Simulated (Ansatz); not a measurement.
I (Cmce)

Method: Ansatz 0.2.0, DFT PBE, scalar-relativistic, plane waves, PAW.

Cutoff 420 eV; k points 8×8×4 on the computed 4-atom cell (Γ-centred); Gaussian smearing, width 0.02 eV; no spin polarisation.

The structure is relaxed at this level of theory with its symmetry kept.

Space group Cmce (No. 64). a = 8.916 Å, b = 4.610 Å, c = 9.827 Å, α = 90.00°, β = 90.00°, γ = 90.00°
```tsv
atom	site	symmetry	x	y	z
I	8f	m..	0.5000	0.1594	0.3779
```

```
Space group                                                                                                                                 : Cmce (No. 64)
Volume per atom                                                                                                                             : 50.49 Å³
Formation energy from the elements' standard states (uncorrected)                                                                           : 0.000 eV/atom
Kohn–Sham band gap                                                                                                                          : 1.01 eV, indirect from Γ to (0.443, -0.448, 0.000) (the valley at (-0.068, 0.068, 0.000) lies within 0.03 eV, so the order isn't resolved)
Löwdin character of the top 1 eV of the valence band                                                                                        : I 5p 99 %
Löwdin character of the lowest 1 eV of the conduction band                                                                                  : I 5p 96 %
Electron masses at the edge by Cartesian direction of the standard setting (m_e; degenerate bands sorted by energy; no spin-orbit coupling) : x: over 30; y: 0.55; z: 0.62
Hole masses at the edge by Cartesian direction of the standard setting (m_e; degenerate bands sorted by energy; no spin-orbit coupling)     : x: 4.6; y: 1.2; z: 1.2
Bader charges (e)                                                                                                                           : I (4 in the cell) 0.00
```

Spin-orbit coupling is left out, which matters for the bands of heavy elements. Each cell of I holds layers, and where no dispersion correction was added their binding is poorly described.

Cost: 3 runs of about 9.7 core-minutes in all, on AMD EPYC (Zen 3) (shared hosts).